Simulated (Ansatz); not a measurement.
# CH+ (singlet): the correlation ladder at distance C1–H2 = 0.915 Å, cc-pVQZ

How much of the correlation energy of CH+ (singlet) does each wave-function method recover here?

Program: Ansatz 0.2.0, Gaussian basis. Level of theory: cc-pVQZ, core rule «outside noble gas», up to 1 orbitals frozen. These are calculated values, not measurements.

The runs, in order: UHF; CCSD(T) on RHF; CCSD(T) on UHF; BCCD(T) on RHF; CCSDT(Q) on RHF; CCSDT(Q) on UHF; CASSCF and NEVPT2, 4 electrons in 5 orbitals; Full CI.

18 further runs of the same task are left out: 12 that didn't finish, 6 set aside as unsound or not needed.

### Step 1. The system

The geometry derives from a PBE0/def2-TZVP stationary point (not a proven minimum). One bond is set to the value named and the two fragments are kept rigid.

2 atoms, charge 1, spin multiplicity 1.

Atoms are counted from 1 here; the program's logs count them from 0.

Bond lengths: C1–H2 0.915 Å.

### Step 2. UHF

The input, in.yaml:

```yaml
crystal:
  periodic: [false, false, false]
  atoms:
    - {symbol: C, position_ang: [0.000000, 0.000000, 0.000000]}
    - {symbol: H, position_ang: [0.000000, 0.000000, 0.915000]}
basis:
  gaussian: {orbitals: cc-pVQZ}
total_charge: 1
magnetization: {spin_polarized: true, initial_magnetization: 0}
hamiltonian: {xc: hf}
output: {orbitals: {seedname: orbitals}}
```

Launch:

```bash
$ ansatz run in.yaml --threads 1 --pin off --events-out ev --progress --plain --max-ram 2393MiB
```

After this run come: CCSD(T) on RHF; CCSD(T) on UHF; BCCD(T) on RHF; CCSDT(Q) on RHF; CCSDT(Q) on UHF; CASSCF and NEVPT2, 4 electrons in 5 orbitals; Full CI.

Q: Predict the results of all the runs planned. Wanted: FCI below the RHF energy; RMP2 from FCI; UMP2 from FCI; RCCSD from FCI; RCCSD(T) from FCI; UCCSD(T) from FCI; RCCSDT(Q) from FCI; UCCSDT(Q) from FCI; NEVPT2 valence from FCI.

As calculated:

| quantity | value |
| --- | --- |
| FCI below the RHF energy | -3.2136 eV |
| RMP2 from FCI | +18.36 kcal/mol |
| UMP2 from FCI | +21.23 kcal/mol |
| RCCSD from FCI | +1.67 kcal/mol |
| RCCSD(T) from FCI | +0.30 kcal/mol |
| UCCSD(T) from FCI | +0.43 kcal/mol |
| RCCSDT(Q) from FCI | +0.02 kcal/mol |
| UCCSDT(Q) from FCI | +0.07 kcal/mol |
| NEVPT2 valence from FCI | +8.61 kcal/mol |
| levels within 1 kcal/mol (43 meV) | RCCSD(T), UCCSD(T), BCCD(T), RCCSDT, UCCSDT, RCCSDT(Q), UCCSDT(Q) |
| T1 diagnostic | 0.009 |
| effectively unpaired electrons | 0.09 |

RCCSD(T) misses by +0.30 kcal/mol, 0.4 % of the correlation energy. One determinant dominates. These misses are within one basis, not against nature.
